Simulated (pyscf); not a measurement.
# Elimination: H₂Ga–AsH• -> HGa=As• + H₂

Gas phase, doublet surface, charge 0. Bonds broken: As1–H3, Ga2–H4. Bonds formed: H3–H4. Structures and frequencies: ωB97X-D3(BJ)/def2-SVP in PySCF.

Transition state (Å):

```xyz
5

As     1.7494    -1.1639     0.1455
Ga    -0.1244    -0.5099    -0.9447
H      0.7919     0.4506     0.3686
H     -0.2721     0.5831     0.4884
H     -0.9995     0.0266    -2.1069
```

One imaginary mode, 1676i cm⁻¹; descent along it reached the two sides named.

```tsv
bond	change	reactant side (Å)	saddle	product side
As1–H3	breaks	1.525	1.890	3.5
Ga2–H4	breaks	1.568	1.808	2.8
H3–H4	forms	3.3	1.079	0.763
```

Electronic energies relative to the reactant's lowest minimum found (kJ/mol):

```json
[
 {"level": "ωB97X-D3(BJ)/def2-TZVP", "barrier": "205.5", "reaction energy": "+102.4", "reverse barrier": "103.1"},
 {"level": "PBE/def2-TZVP", "barrier": "151.9", "reaction energy": "+78.6", "reverse barrier": "73.3"},
 {"level": "r²SCAN/def2-TZVP", "barrier": "166.9", "reaction energy": "+89.1", "reverse barrier": "77.8"},
 {"level": "B3LYP-D3(BJ)/def2-TZVP", "barrier": "181.0", "reaction energy": "+82.6", "reverse barrier": "98.4"},
 {"level": "PBE0-D3(BJ)/def2-TZVP", "barrier": "176.1", "reaction energy": "+96.5", "reverse barrier": "79.5"},
 {"level": "M06-2X/def2-TZVP", "barrier": "188.9", "reaction energy": "+83.6", "reverse barrier": "105.3"},
 {"level": "ωB97M-D3(BJ)/def2-TZVP", "barrier": "198.4", "reaction energy": "+98.0", "reverse barrier": "100.4"},
 {"level": "HF/def2-TZVP", "barrier": "264.3", "reaction energy": "+109.7", "reverse barrier": "154.6"}
]
```

With ωB97M-D3(BJ)/def2-TZVP energies and thermal terms (ideal gas, 1 atm, RRHO with modes under 100 cm⁻¹ raised to 100, one conformer, R ln 2 for chiral ones without a mode under 150 cm⁻¹), in kJ/mol:

```tsv
T (K)	ΔH‡	ΔG‡	ΔH	ΔG
298	188.3	191.2	+94.9	+69.7
600	186.5	195.0	+96.4	+43.4
900	185.1	199.5	+95.8	+17.0
1200	183.6	204.6	+93.8	-9.0
```

At the saddle there is also a short Ga–H contact that neither side keeps. The same reactants have a lower exit, to [HGa–AsH₂]• (barrier +124.8 kJ/mol at ωB97M-D3(BJ)/def2-TZVP, against +198.4 kJ/mol here). HGa=As• lies 43.1 kJ/mol over its isomer [Ga=AsH]• (electronic energy, ωB97M-D3(BJ)/def2-TZVP). This is the saddle that the search found; another between the same sides may lie lower. The term symbol of open-shell HGa=As• was not checked; spin-orbit terms and orbital degeneracy are left out. Elements up to Kr have no core potential and no relativistic terms here.
